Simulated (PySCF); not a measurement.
## Atomic charges against the basis set

Compound: CH8BP.
Structure used (PBE0-D3(BJ)/def2-SVP), in Å, numbered top down from 1:
```xyz
11
CH8BP angstrom
C     -1.4073    0.5864    0.0209
B     -0.3676   -0.6079    0.3293
P      1.4226   -0.1166   -0.2648
H     -2.4049    0.2730    0.3709
H     -1.1754    1.5277    0.5473
H     -1.5136    0.8199   -1.0519
H     -0.1449   -0.8418    1.5138
H     -0.5281   -1.6450   -0.3078
H      1.6380    0.1683   -1.6382
H      2.0487    1.0235    0.3025
H      2.4390   -1.0798   -0.0557
```

PBE0 throughout (PySCF), one geometry, spherical d and f functions. Isolated species at its PBE0-D3(BJ)/def2-SVP geometry, gas phase. Atoms taken as equivalent share a column and are averaged.

Mulliken charges (e):

```tsv
basis	functions	C1	B2	P3	H4/H5/H6	H7/H8	H9/H10/H11
STO-3G	27	-0.317	-0.077	+0.473	+0.047	-0.093	-0.012
6-31G	47	-0.615	-0.046	+0.208	+0.142	-0.044	+0.038
pcSseg-0	47	-0.917	-0.148	-0.141	+0.209	+0.076	+0.142
6-31G*	62	-0.627	-0.107	+0.132	+0.155	-0.029	+0.064
cc-pVDZ	86	-0.123	-0.235	+0.184	+0.028	-0.043	+0.059
def2-SVP	86	-0.163	-0.202	+0.219	+0.034	-0.034	+0.037
6-311+G(2d,p)	137	-0.561	-0.252	+0.151	+0.138	-0.004	+0.086
aug-cc-pVDZ	145	+0.605	-0.949	-1.008	-0.276	+0.546	+0.363
def2-TZVP	147	-0.449	-0.245	+0.055	+0.115	-0.006	+0.102
IGLO-III	194	-0.500	-0.036	+0.519	+0.100	-0.059	-0.055
cc-pVTZ	206	-0.377	-0.260	+0.172	+0.089	0.000	+0.066
```

IAO charges (e):

| basis | functions | C1 | B2 | P3 | H4/H5/H6 | H7/H8 | H9/H10/H11 |
| --- | --- | --- | --- | --- | --- | --- | --- |
| STO-3G | 27 | -0.511 | -0.358 | +0.560 | +0.113 | -0.026 | +0.007 |
| 6-31G | 47 | -0.547 | -0.391 | +0.437 | +0.134 | -0.002 | +0.034 |
| pcSseg-0 | 47 | -0.538 | -0.407 | +0.400 | +0.133 | 0.000 | +0.049 |
| 6-31G* | 62 | -0.529 | -0.410 | +0.560 | +0.130 | -0.002 | -0.002 |
| cc-pVDZ | 86 | -0.528 | -0.424 | +0.558 | +0.129 | +0.001 | +0.001 |
| def2-SVP | 86 | -0.519 | -0.423 | +0.574 | +0.127 | -0.002 | -0.002 |
| 6-311+G(2d,p) | 137 | -0.548 | -0.432 | +0.584 | +0.135 | +0.002 | -0.005 |
| aug-cc-pVDZ | 145 | -0.545 | -0.425 | +0.556 | +0.134 | +0.001 | +0.003 |
| def2-TZVP | 147 | -0.547 | -0.434 | +0.588 | +0.135 | +0.003 | -0.006 |
| IGLO-III | 194 | -0.549 | -0.433 | +0.587 | +0.136 | +0.003 | -0.006 |
| cc-pVTZ | 206 | -0.548 | -0.431 | +0.573 | +0.136 | +0.002 | -0.002 |

Hirshfeld charges (e):

```csv
basis,functions,C1,B2,P3,H4/H5/H6,H7/H8,H9/H10/H11
STO-3G,27,-0.127,-0.080,+0.431,-0.005,-0.117,+0.008
6-31G,47,-0.179,-0.083,+0.308,+0.022,-0.090,+0.023
pcSseg-0,47,-0.192,-0.082,+0.333,+0.020,-0.098,+0.026
6-31G*,62,-0.176,-0.087,+0.298,+0.023,-0.083,+0.021
cc-pVDZ,86,-0.192,-0.085,+0.312,+0.025,-0.086,+0.021
def2-SVP,86,-0.198,-0.090,+0.327,+0.025,-0.088,+0.021
"6-311+G(2d,p)",137,-0.200,-0.083,+0.306,+0.026,-0.081,+0.021
aug-cc-pVDZ,145,-0.208,-0.083,+0.299,+0.027,-0.080,+0.024
def2-TZVP,147,-0.202,-0.084,+0.298,+0.027,-0.080,+0.023
IGLO-III,194,-0.209,-0.084,+0.302,+0.027,-0.082,+0.025
cc-pVTZ,206,-0.202,-0.084,+0.300,+0.027,-0.082,+0.023
```

Some averages cover members that differ in this geometry, most widely: H4/H5/H6, Mulliken in aug-cc-pVDZ -0.343 to -0.241; H9/H10/H11, Mulliken in aug-cc-pVDZ +0.349 to +0.391; H4/H5/H6, Mulliken in IGLO-III +0.088 to +0.122; H4/H5/H6, Mulliken in 6-31G +0.131 to +0.164 e.

Question: Which scheme is steadiest as the basis changes?

Answer: Largest range over the bases for any column: Hirshfeld 0.13 e, IAO 0.19 e, Mulliken 1.53 e. Hirshfeld charges move least and Mulliken charges most, counted in e. Without the minimal STO-3G basis the ranges are Hirshfeld 0.03, IAO 0.19, Mulliken 1.53 e.

Question: How much do the charges still move between the two largest bases, IGLO-III and cc-pVTZ?

Answer: At most, over all atoms: Mulliken 0.347 e, IAO 0.014 e, Hirshfeld 0.006 e.

Question: What do the same runs give for the total energy, the frontier levels and the dipole moment?

Answer: 
| basis | energy (Eh) | HOMO (eV) | LUMO (eV) | μ (D) |
| --- | --- | --- | --- | --- |
| STO-3G | -404.2549 | -5.78 | 5.92 | 5.32 |
| 6-31G | -408.7950 | -7.70 | 0.91 | 4.21 |
| pcSseg-0 | -408.3057 | -7.93 | 0.64 | 4.51 |
| 6-31G* | -408.8494 | -7.86 | 0.70 | 3.83 |
| cc-pVDZ | -408.8766 | -7.89 | 0.60 | 3.88 |
| def2-SVP | -408.7234 | -7.92 | 0.64 | 3.97 |
| 6-311+G(2d,p) | -408.9081 | -8.05 | -0.34 | 3.78 |
| aug-cc-pVDZ | -408.8820 | -8.00 | -0.46 | 3.77 |
| def2-TZVP | -408.9137 | -8.05 | 0.28 | 3.73 |
| IGLO-III | -408.9180 | -8.06 | 0.19 | 3.77 |
| cc-pVTZ | -408.9161 | -8.04 | 0.33 | 3.76 |

The dipole is fixed by the density alone, so its range of 1.59 D shows that the density itself changes with the basis, not only its division among atoms.
